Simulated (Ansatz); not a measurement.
bcc Ta

Method: r²SCAN+rVV10 (PAW; Ansatz, a quantum-chemistry and plane-wave program).

Run with plane-wave cutoff 600 eV, 28×28×28 k mesh, Fermi–Dirac smearing 0.061 eV (set by the program), scalar-relativistic PAW data made under PBE.

Cell (relaxed at this level):

```cif
data_Ta
_chemical_formula_sum 'Ta1'
_space_group_name_H-M_alt 'P 1'
_space_group_IT_number 1
_cell_length_a 2.85333
_cell_length_b 2.85333
_cell_length_c 2.85333
_cell_angle_alpha 109.471
_cell_angle_beta 109.471
_cell_angle_gamma 109.471
loop_
_space_group_symop_operation_xyz
  'x, y, z'
loop_
_atom_site_label
_atom_site_type_symbol
_atom_site_fract_x
_atom_site_fract_y
_atom_site_fract_z
_atom_site_occupancy
Ta1 Ta 0.00000 0.00000 0.00000 1
```

| Item | Result |
|---|---|
| elastic constant C11 | 278 GPa |
| elastic constant C12 | 169 GPa |
| elastic constant C44 | 76.4 GPa |
| Voigt–Reuss–Hill bulk modulus | 206 GPa |
| polycrystal shear modulus (Hill average) | 66.8 GPa |
| Young modulus | 181 GPa |
| Poisson ratio | 0.353 |

Measured, for comparison: elastic constant C11 266 GPa, elastic constant C12 158 GPa, elastic constant C44 87.4 GPa (0 K, extrapolated to 0 K; zero-point effects included; as tabulated in Wang et al. (2022), arXiv:2209.12322). Computed (rounded) less measured: elastic constant C11 +5 %, elastic constant C12 +7 %, elastic constant C44 -13 %.

Note: shear constants of such metals converge slowly with the k mesh.

Elastic constants are with the ions relaxed.

Spin–orbit coupling is not included.

Computed values are for the static lattice.

Computing time: around 6 core-minutes (rough).
